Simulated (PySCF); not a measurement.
Stretching S₂

Set-up: PySCF, no relativity, basis sets S 6-31G(d,p). Energies in eV from S + S in their ground configurations at the same level. State: ³Σg⁻ (triplet), unpaired electrons π ↑↑.

All columns are PBE0.

```
R (Å)  E (eV)  HOMO (eV)  LUMO (eV)  Mayer bond order  ⟨S²⟩
1.643  -2.503      -6.27      -2.75              1.77  2.00
1.719  -3.488      -6.56      -3.05              1.79  2.00
1.795  -4.022      -6.83      -3.34              1.81  2.01
1.853  -4.209      -7.01      -3.53              1.83  2.01
1.910  -4.259      -7.18      -3.72              1.85  2.01
1.967  -4.205      -7.35      -3.90              1.87  2.01
2.044  -4.016      -7.54      -4.11              1.89  2.01
2.139  -3.654      -7.76      -4.36              1.91  2.01
2.254  -3.116      -7.98      -4.61              1.94  2.01
2.407  -2.337      -7.98      -4.89              1.96  2.01
```

The state was picked by a PBE0 search and need not be the measured ground state.
